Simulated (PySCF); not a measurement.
Delta-SCF ions had no search for a lower state. Excitations are Tamm–Dancoff values on a coarser integration grid. The basis has no diffuse functions, so Rydberg states are missing or too high.

Z-matrix (Å, degrees):
```
Si
F 1 1.5618
F 1 1.5618 2 109.47
F 1 1.5618 2 109.47 3 120.00
F 1 1.5618 2 109.47 4 120.00
```
Charge 0, spin multiplicity 1.

### Question
What is the computed HOMO–LUMO gap, LUMO, total energy, vertical ionisation energy (Delta-SCF), HOMO, S1 excitation (TDA), brightest of the four lowest singlets (TDA) and dipole moment (PBE0-D3(BJ)/def2-TZVP (PySCF))?

### Answer

The HOMO–LUMO gap is 13.30 eV. The LUMO is 0.52 eV and the total energy comes out as -18744.26 eV. The vertical ionisation energy (Delta-SCF) is 15.41 eV, the HOMO is -12.77 eV and the S1 excitation (TDA) is 11.45 eV. The brightest of the four lowest singlets (TDA) is 12.70 eV and the dipole moment comes out as 0.00 D.
